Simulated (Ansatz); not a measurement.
I need a relaxed scan of one distance of BH₃NS, SMILES N[B]S. Use Ansatz 0.2.0 through its Python package. Use (for the species named): PBE, def2-SVP basis, multiplicity 2.

```xyz
6

N    -0.8209    0.3250   -0.6495
B    -0.3643   -0.6469    0.3491
S     0.6929   -0.0841    1.7678
H    -1.3365   -0.1536   -1.3807
H    -0.0296    0.7569   -1.1626
H     1.9004   -0.2613    1.0297
```

`bh3ns.py`
```python
import ansatz as az
import numpy as np

GEOMETRY = """
N    -0.82090    0.32500   -0.64950
B    -0.36430   -0.64690    0.34910
S     0.69290   -0.08410    1.76780
H    -1.33650   -0.15360   -1.38070
H    -0.02960    0.75690   -1.16260
H     1.90040   -0.26130    1.02970
"""

molecule = az.Crystal.molecule()
for line in GEOMETRY.strip().splitlines():
    symbol, *xyz = line.split()
    molecule = molecule.atom(symbol, [float(v) for v in xyz])

calculation = (
    molecule.calculation()
    .basis(gaussian="def2-SVP")
    .functional("pbe")
    .spin("collinear", total=1)
)
symbols = [site.symbol for site in molecule.cartesian_sites]
pairs = [(0, 1), (0, 3), (0, 4), (1, 2), (2, 5)]
print("held (A)   E (eV)        ", "  ".join(f"{symbols[i]}{i}-{symbols[j]}{j}" for i, j in pairs))
for length in [0.95, 1.04, 1.12, 1.24, 1.4]:
    rep = calculation.relax(constraints=[az.DistanceConstraint((0, 4), at=length)], force_tolerance=0.02, max_steps=60).run().report
    xyz = np.array(rep["positions_ang"])
    print(f"{length:6.2f} {rep['free_energy_ev']:14.5f}  ", "  ".join(f"{np.linalg.norm(xyz[i] - xyz[j]):.3f}" for i, j in pairs))
```

```console
$ python bh3ns.py
held (A)   E (eV)         N0-B1  N0-H3  N0-H4  B1-S2  S2-H5
DeckWarning: relax.constraints: the input's atoms, or those drawn, lie off the distances that are held; a relaxation that starts there is brought onto them ahead of its first SCF, by positions alone, an atom by 4.36e-2 Å at the most. With the symmetry detection on, the symmetry is detected on the input's atoms as so [...]
  0.95   -13037.66718   1.394  1.021  0.950  1.788  1.380
  1.04   -13037.80714   1.391  1.021  1.040  1.788  1.380
  1.12   -13037.66641   1.387  1.020  1.120  1.787  1.380
  1.24   -13037.23006   1.378  1.020  1.240  1.786  1.379
  1.40   -13036.55585   1.358  1.018  1.400  1.781  1.378
```
(Warnings from the package without file and line, shortened, repeats left out.)

Caveats:
- Total energies depend on the basis set; only differences at equal settings carry meaning.
- The energies are electronic: no zero-point or thermal terms, and the basis set is short of its limit.
- The run takes the species as open-shell (spin multiplicity 2), which needn't be its ground state.
- It ran for 52 s on 1 thread of Intel(R) Xeon(R) 6975P-C (Granite Rapids), with other jobs on the host, peak memory 0.22 GiB.
